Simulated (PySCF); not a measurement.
C2H4O2, SMILES `CC(=O)O` (O–C–O–H torsion 0°) (charge 0, multiplicity 1)

All values below come from PBE0-D3(BJ)/def2-TZVP (PySCF).

```yaml
HOMO: -8.12 eV
dipole_moment: 1.74 D
HOMO–LUMO gap: 8.39 eV
LUMO: 0.26 eV
total_energy: -228.9345 Ha
cost: around 27 core-seconds (rough)
```

```xyz
8

C     -0.9469    -0.1424     0.0748
C      0.4768     0.3118     0.1244
O      0.8883     1.2792     0.7032
O      1.2839    -0.5081    -0.5749
H     -1.0258    -1.1533     0.4793
H     -1.5680     0.5405     0.6480
H     -1.2860    -0.1802    -0.9621
H      2.1778    -0.1474    -0.4928
```
Charge 0, spin multiplicity 1.
